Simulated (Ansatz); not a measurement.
## VGe3 (Pm-3n)

Method: Ansatz 0.2.0, DFT r2SCAN, scalar-relativistic, plane waves, PAW.

Cutoff 500 eV; k points 8×8×8 on the computed 8-atom cell (Γ-centred); Gaussian smearing, width 0.10 eV; collinear spin from starting moments 2.07 2.07 0 0 0 0 0 0 μB.

The structure is relaxed at this level of theory with its symmetry kept. Whether it is the stable form of this composition wasn't checked.

Space group Pm-3n (No. 223). a = 5.072 Å, b = 5.072 Å, c = 5.072 Å, α = 90.00°, β = 90.00°, γ = 90.00°
| atom | site | symmetry | x | y | z |
| --- | --- | --- | --- | --- | --- |
| V | 2a | m-3. | 0.0000 | 0.0000 | 0.0000 |
| Ge | 6c | -4m.2 | 0.2500 | 0.0000 | 0.5000 |

Question: Formation energy from the elements' standard states (uncorrected)?

Answer: +0.265 eV/atom.

Question: Density of states at the Fermi level?

Answer: 4.10 states/eV per cell.

Question: Löwdin character within 0.5 eV of the Fermi level?

Answer: V 3d 43 %, Ge 4p 37 %, Ge 4s 16 %.

Question: Bulk modulus?

Answer: 87 GPa.

Question: Its pressure derivative?

Answer: 6.1.

Question: Bader charges (e)?

Answer: V (2 in the cell) 0.95, Ge (6 in the cell) -0.32.

Question: Total moment?

Answer: 3.96 μB per cell.

Question: Site moments (μB; atoms counted from 1 over the whole cell)?

Answer: V (atom 1) 1.88, V (atom 2) 1.88.

The state reached may not be the lowest one.

Only this magnetic start was tried.

Cost: 6 runs of about 10 core-minutes in all, on AMD EPYC 9R45 (Zen 5) (shared hosts).